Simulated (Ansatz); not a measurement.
A made-up structure of C2HO (charge -1), closed shell:

C1  (0.323, -0.591, 0.305)
C2  (-0.407, 0.270, -0.246)
O3  (-1.217, 0.995, -0.790)
H4  (-0.714, 0.255, 0.768)
(Å)

It is relaxed with PBE-D4/def2-SVPD and then PBE0-D4/def2-TZVPD (Ansatz 0.2.0). Atoms count as bonded within 1.22 times the sum of their covalent radii (H–H: 0.88 Å). The end point is not checked to be a true minimum.

Task: Does its bonding change? (Judge from chemistry; the calculation decides.)

Result: Computed: Yes. Formed: C1–H4; broken: C2–H4.

Where it ends: The first stage lowers the energy by 2.69 eV in 11 steps. It ends as C₂HO ([CH][C][O]), total charge -1:
C1  (-0.095, -0.219, 0.429)
C2  (-0.659, 0.468, -0.459)
O3  (-1.108, 1.068, -1.416)
H4  (-0.154, -0.388, 1.484)
(Å)

Labels in which every atom is bracketed show which atoms are joined, not bond orders.

For scale, one of the runs: PBE0-D4/def2-TZVPD relaxation, 123 basis functions, launched by `ansatz run in.yaml --threads 2 --pin off --events-out ev --progress --plain --max-ram 4352MiB`. The run took about 9 s on 2 CPU threads of an Arm Neoverse V2 (shared host).
